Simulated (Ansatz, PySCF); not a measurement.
Energy landscape of C2H4, singlet: twist about the double or partial double bond, both ends planar. Scanned: twist about the central bond. Other coordinates (C-C length, H-C-C angle, H-C-C angle, C-H length, C-H length) were minimised at PBE0/def2-TZVP.

Methods: RKS-M06-2X/6-31G* = restricted M06-2X/6-31G*, spherical d run with PySCF; B3LYP/cc-pVTZ (PySCF); RKS-PBE/cc-pVTZ = restricted PBE/cc-pVTZ in Ansatz (a quantum-chemistry and plane-wave program).

Energies in mEh, each method relative to its own lowest point.

| at / ° | RKS-M06-2X/6-31G* | B3LYP | RKS-PBE/cc-pVTZ |
|---|---|---|---|
| 0 | 0.0 | 0.0 | 0.0 |
| 7.50 | 1.1 | 1.1 | 1.1 |
| 15 | 4.6 | 4.5 | 4.3 |
| 22.50 | 10.3 | 10.1 | 9.7 |
| 30 | 18.3 | 17.9 | 17.2 |
| 37.50 | 28.5 | 27.9 | 26.8 |
| 45 | 40.9 | 39.9 | 38.3 |
| 52.50 | 55.3 | 54.0 | 51.8 |
| 60 | 71.7 | 69.9 | 67.2 |
| 67.50 | 90.0 | 87.7 | 84.2 |
| 75 | 110.1 | 107.1 | 102.8 |
| 82.50 | 131.6 | 127.8 | 122.7 |
| 90 | 154.5 | 149.8 | 143.8 |

Near 90° the triplet can lie below this singlet.
